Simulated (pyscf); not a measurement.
This saddle point was located with ωB97X-D3(BJ)/def2-SVP in PySCF.

```xyz
8

B     -1.1696    -0.3987    -0.1441
H     -1.1369     0.3918     0.9909
H     -0.7164    -1.4507     0.2508
H     -2.3320    -0.3347    -0.4799
N     -0.1777     0.4653    -1.0176
H     -0.5543     0.7751     0.2882
H      0.7220     0.0498    -1.2313
H     -0.5744     0.9454    -1.8176
```
Charge 0, spin multiplicity 1.

Surface: singlet, charge 0. Lowest wavenumbers (cm⁻¹): 1384i, 351, 612, 734, 900.

### Question
Name the species on either side of this saddle.

### Answer
BH₃ + NH₃ <-> H₂B–NH₂ + H₂, a four-centre exchange read from left to right: B–H, H–N broken and B–N, H–H formed. At ωB97M-D3(BJ)/def2-TZVP it lies +5.8 kcal/mol from the left side and +38.4 kcal/mol from the right (each side as separated species at their lowest minima found). On the reactant side the descent ends in an adduct with a B–N contact, 30.9 kcal/mol under the separated species and 37.5 kcal/mol under the saddle at ωB97X-D3(BJ)/def2-TZVP. What is counted as formed (B–N) is already present as a longer contact in the reactant adduct; forming that adduct is a step of its own. At the saddle there is also a short B–H contact that neither side keeps. One saddle was located; it need not be the lowest between these sides.
